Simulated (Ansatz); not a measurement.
bcc Li, treated with PBE (Ansatz, a quantum-chemistry and plane-wave program, PAW).

Settings: plane-wave cutoff 520 eV, 26×26×26 k mesh, Fermi–Dirac smearing 0.079 eV (set by the program), scalar-relativistic PAW data made under PBE.

Cell (measured lattice):

```
CELL_PARAMETERS angstrom
     -1.75465     1.75465     1.75465
      1.75465    -1.75465     1.75465
      1.75465     1.75465    -1.75465
ATOMIC_POSITIONS crystal
  Li 0.00000 0.00000 0.00000
```

Question: Predict the elastic constant C11, Poisson ratio, Voigt–Reuss–Hill bulk modulus, elastic constant C12 and elastic constant C44.

Answer: 
- elastic constant C11 = 12.7 GPa
- Poisson ratio = 0.313
- Voigt–Reuss–Hill bulk modulus = 11.1 GPa
- elastic constant C12 = 10.3 GPa
- elastic constant C44 = 10.8 GPa

Measured, for comparison: elastic constant C11 14.7 GPa (temperature not stated, no zero-point or thermal correction, our sources range from 13.4 to 14.7; as tabulated in arXiv:1601.06701); elastic constant C12 11.3 GPa (temperature not stated, no zero-point or thermal correction, our sources range from 11.3 to 12.5; as tabulated in Mechanics & Industry (2023), article mi220138, Table 3); elastic constant C44 9.6 GPa (temperature not stated, no zero-point or thermal correction, our sources range from 9.60 to 10.7; as tabulated in Mechanics & Industry (2023), article mi220138, Table 3). Computed (rounded) less measured: elastic constant C11 -14 % (-5 % to -14 % over the range), elastic constant C12 not scored (sources differ), elastic constant C44 not scored (sources differ).

Note: the cell isn't this level's own, so it is under some stress, which shifts stiffness and frequencies.

Elastic constants are with the ions relaxed.
